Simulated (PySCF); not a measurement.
Identify the unknown among the candidates.

All candidates are C4H9OP.

* NMR, other nuclei: isotropic shieldings of nuclei other than C and H, by class: 165 (1 O), 301 (1 P) ppm [GIAO PBE0/pcSseg-1]
* 13C NMR: chemical shifts (computed TMS as zero) by class: 41.2 (2 C), 18.4 (1 C), 10.1 (1 C) ppm [GIAO PBE0/pcSseg-1]
* Rotational structure: rotational constants A, B, C: 4.323, 2.583, 2.311 GHz [GFN2-xTB]
* Dipole: 4.48 D [CAM-B3LYP/def2-SVPD]
* Polarisability: 70.7 au [CAM-B3LYP/def2-SVPD]
* 1H NMR: chemical shifts (computed TMS as zero) by class: 2.61 (2 H), 2.27 (2 H), 1.84 (1 H), 1.31 (3 H), 1.21 (1 H) ppm [GIAO PBE0/pcSseg-1]
* UV, first state: lowest singlet excitation: 7.30 eV (170 nm, f = 0.045) [TDDFT CAM-B3LYP/def2-SVPD]
* Triplet: lowest triplet excitation (Tamm–Dancoff): 7.07 eV [TDA CAM-B3LYP/def2-SVPD]

Gas-phase values; electronic properties from PySCF, density fitting. Levels stand in brackets. Isolated species at its GFN2-xTB geometry (one conformer only). NMR classes are plain means over equivalent atoms (diastereotopic ones count apart unless rotation or inversion swaps them), as if these changed places fast.

Question: Which candidate is it?
A. `C=CPCOC`
B. `CP1(=O)CCC1`
C. `CC(=O)P(C)C`

Answer: B. It is `CP1(=O)CCC1`. Numbering: `[CH3:1][P:2]1(=[O:3])[CH2:4][CH2:5][CH2:6]1`. 4 carbons fall into 3 classes; from least to most shielded: ring sp3 carbon bound to phosphorus [C4/C6] (41.2 ppm, 2 C), chain sp3 carbon bound to phosphorus [C1] (18.4 ppm), four-membered-ring carbon [C5] (10.1 ppm). Hydrogen classes from least to most shielded: 2 H on 2 like atoms (sp3 carbon bound to phosphorus), C4/C6 (2.61 ppm), 2 H on 2 like atoms (sp3 carbon bound to phosphorus), C4/C6 (2.27 ppm), 1 H on a four-membered-ring carbon, C5 (1.84 ppm), 3 H on an sp3 carbon bound to phosphorus, C1 (1.31 ppm, a mean of values up to 0.5 ppm apart in this geometry), 1 H on a four-membered-ring carbon, C5 (1.21 ppm). The other shieldings belong to: 165 ppm, phosphoryl oxygen [O3]; 301 ppm, phosphoryl phosphorus [P2]. The optimised geometry has point group Cs and is an asymmetric top.

The others, at the same levels:
- `CC(=O)P(C)C` fails: its computed 13C shifts are 232.4 (1 C), 32.9 (1 C), 14.1 (2 C) ppm, 1H shifts are 2.31 (3 H), 1.23 (6 H) ppm and rotational constant A is 3.778 GHz (against 4.323 GHz).
- `C=CPCOC` fails: it has 4 carbon classes against 3; its computed 13C shifts are 143.4 (1 C), 130.9 (1 C), 71.8 (1 C), 62.9 (1 C) ppm, 1H shifts are 6.21 (1 H), 5.92 (1 H), 5.89 (1 H), 4.05 (1 H), 3.55 (2 H), 3.48 (3 H) ppm and rotational constant A is 4.545 GHz (against 4.323 GHz).

Each candidate is one conformer, not necessarily the lowest. Dipoles, sizes and rotational constants follow the conformer. The torsions of the flexible species, by atom-mapped SMILES:
- `[CH3:1][C:2](=[O:3])[P:4]([CH3:5])[CH3:6]`: C1–C2–P4–C5 160°
- `[CH2:1]=[CH:2][PH:3][CH2:4][O:5][CH3:6]`: C1–C2–P3–C4 120°, C2–P3–C4–O5 -55°, P3–C4–O5–C6 -179°
